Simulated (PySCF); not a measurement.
# From orbital energies to excitation energies

C4H3NO.
Bonds: C1–C2 (double), C2–C3, C3–O4 (double), C3–C5, C5–N6 (triple). Hydrogens: H7, H8 on C1; H9 on C2.

Method used: TDDFT B3LYP/def2-SVPD, vertical, gas phase, core orbitals frozen in the response in PySCF 2.14.0, density-fitted response routines. One conformer (not necessarily the lowest) at the GFN2-xTB geometry, without solvent, vibrations or thermal averaging. Torsions of this conformer, `[CH2:1]=[CH:2][C:3](=[O:4])[C:5]#[N:6]`: C1–C2–C3–O4 0°.

Orbital energies (eV): HOMO-3 -10.31, HOMO-2 -10.25, HOMO-1 -8.90, HOMO -8.61, LUMO -3.53, LUMO+1 -0.48, LUMO+2 -0.10.

Task: Among the lowest singlets, which states do these configurations lead, and at what energies: HOMO-2→LUMO, HOMO-1→LUMO, HOMO→LUMO+2, HOMO→LUMO+1, HOMO→LUMO, HOMO-3→LUMO?

Result: 

```json
{"state": "S1", "leading configuration": "HOMO→LUMO", "weight": "0.99", "Δε (eV)": "5.08", "E (eV)": "3.47", "E − Δε (eV)": "-1.61", "f": "0.0000", "other configurations": "–"}
{"state": "S2", "leading configuration": "HOMO-1→LUMO", "weight": "0.95", "Δε (eV)": "5.37", "E (eV)": "5.16", "E − Δε (eV)": "-0.21", "f": "0.214", "other configurations": "–"}
{"state": "S3", "leading configuration": "HOMO-3→LUMO", "weight": "0.98", "Δε (eV)": "6.79", "E (eV)": "5.47", "E − Δε (eV)": "-1.32", "f": "0.0001", "other configurations": "–"}
{"state": "S4", "leading configuration": "HOMO-2→LUMO", "weight": "0.90", "Δε (eV)": "6.72", "E (eV)": "6.16", "E − Δε (eV)": "-0.56", "f": "0.093", "other configurations": "–"}
{"state": "S7", "leading configuration": "HOMO→LUMO+1", "weight": "0.97", "Δε (eV)": "8.12", "E (eV)": "6.93", "E − Δε (eV)": "-1.20", "f": "0.0000", "other configurations": "–"}
{"state": "S8", "leading configuration": "HOMO→LUMO+2", "weight": "0.95", "Δε (eV)": "8.50", "E (eV)": "7.36", "E − Δε (eV)": "-1.14", "f": "0.0014", "other configurations": "–"}
```

E − Δε runs from -1.61 to -0.21 eV. By orbital difference alone the order would be S1, S2, S4, S3, S7, S8. Δε is the difference of the two orbital energies.

H and L stand for HOMO and LUMO. The other states: S5 6.41 eV, f 0.0054, H-4→L (98%); S6 6.65 eV, f 0.0000, H-5→L (97%).

Task: Which computed triplets share their leading configuration (75% or more) with a singlet, and how far apart are the partners?

Result: 

| configuration | triplet | E(T) (eV) | singlet | E(S) (eV) | E(S) − E(T) (eV) |
| --- | --- | --- | --- | --- | --- |
| HOMO→LUMO | T1 | 2.97 | S1 | 3.47 | +0.50 |
| HOMO-1→LUMO | T2 | 3.24 | S2 | 5.16 | +1.93 |
| HOMO-2→LUMO | T3 | 4.67 | S4 | 6.16 | +1.49 |

The 3 triplets are Tamm–Dancoff values, the singlets full response.

Summed over the main configurations (up to three a state, each over 8%) of all 8 singlets, the electron leaves HOMO with weight 2.91, HOMO-4 with weight 0.98, HOMO-3 with weight 0.98 and HOMO-5 with weight 0.97.
